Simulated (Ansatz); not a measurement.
bcc Rb, treated with LC-ωPBE in Ansatz (plane waves, PAW).

Settings: plane-wave cutoff 460 eV, 8×8×8 k mesh, Fermi–Dirac smearing 0.05 eV, scalar-relativistic PAW data made under PBE.

Equation-of-state points:

| V (Å³/atom) | E − E_lowest (meV/atom) | P (GPa) |
|---|---|---|
| 96.232 | 1.86 | 0.129 |
| 98.180 | 0.64 | 0.073 |
| 101.297 | 0.00 | -0.006 |
| 103.830 | 0.55 | -0.062 |
| 106.362 | 1.94 | -0.112 |

### Question
Estimate the bulk modulus and its pressure derivative from these points.

### Answer
V0 = 101.048 Å³/atom, B0 = 2.41 GPa, B′ = 3.7 (fit to the energies at full precision).

Measured, for comparison: bulk modulus 2.92 GPa (corrected for temperature and zero-point phonon effects, our sources range from 2.92 to 3.60; as tabulated in Levämäki et al. (2014), arXiv:1402.3671); equilibrium volume per atom 86.68 Å³/atom (low-temperature or extrapolated to 0 K; zero-point anharmonic expansion removed; as tabulated in Csonka et al. (2009), arXiv:0903.4037). Computed (rounded) less measured: bulk modulus not scored (sources differ), equilibrium volume per atom +16.6 %.

The computed numbers hold no vibrational or temperature effects.

The result took roughly 30 core-minutes.

Ansatz is a first-principles code.
